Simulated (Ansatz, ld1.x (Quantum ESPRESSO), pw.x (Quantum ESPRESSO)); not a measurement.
## tellurium (Te) (bcc): variants of one ultrasoft potential in the solid

- Element: tellurium
- Generator: ld1.x (Quantum ESPRESSO) 7.5
- Type: ultrasoft
- Functional: PBEsol
- Relativity: scalar-relativistic
- Frozen core: [Kr] 4d10
- Valence charge: 6
- Reference configuration: 5s2 5p4
- Partial waves: 5s (bound): rcut 1.65, rcutus 2.15 bohr; 5s channel at 2.5 Ry: rcut 1.65, rcutus 2.15 bohr; 5p (bound): rcut 1.75, rcutus 2.40 bohr; 5p channel at 1.05 Ry: rcut 1.75, rcutus 2.40 bohr; 5d channel at -0.1 Ry: rcut 2.20, rcutus 2.45 bohr; 5d channel at 1.45 Ry: rcut 2.20, rcutus 2.45 bohr
- Local potential: all-electron potential smoothed inside 1.85 bohr (lloc = -1)
- Core correction: a·sin(br)/r model core inside 1.80 bohr
- Augmentation charge: PSQ, inside the norm-conserving radii

Crystal test: bcc Te in pw.x 7.5, no spin, 12³ k-points, Fermi–Dirac smearing 0.01 Ry, cutoffs set for each file from its atomic test. The reference is all-electron LAPW (Ansatz 0.2.0) with the same functional, mesh and smearing; V0 and B0 come from Birch–Murnaghan fits to the pressures at five volumes. Errors are pseudo minus all-electron; Δ is the rms difference of the E(V) curves that follow from these fits, minima aligned, over ±6 % about the mean V0. Mesh and smearing are coarse, so the numbers serve the comparison and aren't converged zero-temperature values; the lattice is a test structure that the element need not adopt.

All-electron: a0 = 3.776 Å (V0 = 26.93 Å³/atom), B0 = 64.5 GPa.

Base: The logarithmic derivative shows an extra or strongly shifted pseudo pole above the reference energy (d near 1.87 Ry).

3 further variants are left out: they gave no file fit for a test, a broken result, the same result as the base, or pressures whose basis-set error rivals the error shown.

| change | cutoffs (Ry) | pw.x | a0 (Å) | a0 error (%) | B0 error (%) | Δ (meV/atom) | mean pressure error (GPa) |
| --- | --- | --- | --- | --- | --- | --- | --- |
| base | 40/320 | converged | 3.782 | +0.15 | +0.7 | 1.7 | +0.29 |
| removed wave 5d channel at 1.45 Ry: rcut 2.20, rcutus 2.45 bohr | 40/320 | converged | 3.778 | +0.04 | +0.7 | 0.5 | +0.09 |

Problem. Give the row for: waves 5d channel at -0.1 Ry: rcut 1.58, rcutus 1.68 bohr; 5d channel at 1.45 Ry: rcut 1.58, rcutus 1.68 bohr.

Solution. pw.x: converged; bound ghost; mean pressure error (GPa): -2.62; a0 (Å): 3.724; a0 error (%): -1.40; B0 error (%): +5.5; Δ (meV/atom): 16.2.
